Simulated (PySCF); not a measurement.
propyne (C3H4), SMILES CC#C. Heavy atoms are numbered as in [CH3:1][C:2]#[CH:3]. Hydrogens are named by the atom that carries them.

Geometry: ωB97X-D3(BJ)/def2-TZVP.

The numbers are results of HF/def2-TZVPD (PySCF), not measurements.

Mulliken values depend strongly on the basis, most of all with diffuse functions as here. Atomic charges (e), one atom of each kind:

```json
[
 {"atom": "C1 (CH3)", "Mulliken": "-0.58", "IAO": "-0.38"},
 {"atom": "C2", "Mulliken": "-0.09", "IAO": "-0.02"},
 {"atom": "C3 (CH)", "Mulliken": "-0.15", "IAO": "-0.26"},
 {"atom": "H on C1", "Mulliken": "0.16", "IAO": "0.15"},
 {"atom": "H on C3", "Mulliken": "0.31", "IAO": "0.20"}
]
```
